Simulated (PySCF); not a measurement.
Process, species as SMILES: N (NH3) → [NH2-] + H+
B3LYP-D3(BJ)/def2-TZVP geometries, fixed; electronic energies without zero-point terms.
Largest species:
```xyz
4

N      0.0022    -0.0038     0.1116
H     -0.0020     0.9512    -0.2281
H      0.8095    -0.4644    -0.2929
H     -0.8232    -0.4600    -0.2599
```
Charge 0, spin multiplicity 1.

Effect of the SCF energy threshold at HF/def2-TZVP with PySCF, against the last row, where the deprotonation energy is 430.37 kcal/mol.

```
setting          SCF cycles, largest species  largest shift of a total energy (mEh)  shift of the deprotonation energy (kcal/mol)
---------------  ---------------------------  -------------------------------------  --------------------------------------------
conv_tol: 1e-4                             5                                  0.002                                         0.001
conv_tol: 1e-5                             6                                  0.000                                         0.000
conv_tol: 1e-6                             7                                  0.000                                         0.000
conv_tol: 1e-7                             8                                  0.000                                         0.000
conv_tol: 1e-11                            9                                  0.000                                         0.000
```

Within 0.02 kcal/mol in the deprotonation energy: conv_tol: 1e-4; conv_tol: 1e-5; conv_tol: 1e-6; conv_tol: 1e-7. The largest shift is 0.002 mEh in a total energy and 0.001 kcal/mol in the difference.
